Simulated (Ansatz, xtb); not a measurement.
# Loss of CH4: C4H8O → C3H4O + CH4

Species: C4H8O `C=CCCO`, singlet; C3H4O (propargyl alcohol) `C#CCO`, singlet; CH4 (methane) `C`, singlet. 

Shapes, held fixed at every level: PBE0-D4/def2-TZVP. Flexible molecules stand in one conformer, not always the lowest. Programs: Ansatz 0.2.0, xtb 6.7.1. Electronic energies: no zero-point or thermal term.

(1) Estimate ΔE of this reaction.

## Answers

(1) The highest level, CCSD(T)/CBS estimate, gives ΔE = +142.0 kJ/mol; the levels span +123.3 to +161.0. The column of differences is taken from that level and isn't an error. No measured value is set beside it here. The CBS estimate extrapolates MP2 from def2-TZVPP and def2-QZVPP and adds CCSD(T) − MP2 in the triple-zeta set, cores frozen. Times are processor times on shared x86 and Arm servers, and rough.

| level | kind | ΔE (kJ/mol) | less CCSD(T)/CBS estimate | CPU time (sum over the molecules) |
| --- | --- | --- | --- | --- |
| GFN1-xTB | semi-empirical | +123.3 | -18.7 | 0.11 s |
| PBE0-D4/def2-TZVPP | global hybrid | +161.0 | +19.0 | 16 s |
| wB97M-V/def2-TZVPP | range-separated hybrid | +146.0 | +4.0 | 62 s |
| wB97X-V/def2-TZVPP | range-separated hybrid | +154.4 | +12.4 | 45 s |
| B2PLYP/def2-TZVPP | double hybrid | +126.7 | -15.3 | 36 s |
| MP2/def2-TZVPP | perturbation theory | +135.9 | -6.1 | – |
| CCSD(T)/def2-TZVPP | coupled cluster or CI | +140.9 | -1.1 | 14 min |
| CCSD/def2-TZVPP | coupled cluster or CI | +139.7 | -2.3 | – |
| CCSD(T)/CBS estimate | coupled cluster or CI | +142.0 | 0.0 | 16 min |
